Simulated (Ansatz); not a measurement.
# C3H7NS: structure from calculated spectroscopic constants

These gas-phase data were calculated for one isomer of C3H7NS at PBE0-D3(BJ)/def2-SVP (harmonic, unscaled wavenumbers; equilibrium rotational constants with average atomic masses):

| Item | Value |
| --- | --- |
| rotational constants | 7.482, 2.218, 1.859 GHz |
| all wavenumbers above 1500 cm⁻¹ | 3506, 3146, 3125, 3083, 3042, 3022, 2710, 1787 |

Candidates:

(1) `C/N=C/CS`, a singlet
(2) `[H]/N=C/CCS`, a singlet

Q: Assign the data to one candidate and say why.

A: Candidate (2). The band at 3506 cm⁻¹ lies where the N–H stretch is expected; (1) has no mode between 3250 and 3800 cm⁻¹.

The same quantities for all candidates:

```tsv
	rotational constants (GHz)	wavenumbers above 1500 cm⁻¹	E above the lowest, PBE0-D3(BJ)/def2-SVP (kcal/mol)
(1)	14.26, 1.597, 1.525	3172, 3130, 3106, 3091, 3013, 2996, 2713, 1809	2.1
(2)	7.482, 2.218, 1.859	3506, 3146, 3125, 3083, 3042, 3022, 2710, 1787	0.0
```

Harmonic stretches to hydrogen usually lie a few per cent above observed fundamentals. Each candidate is one conformer. Programs: Ansatz 0.2.0.
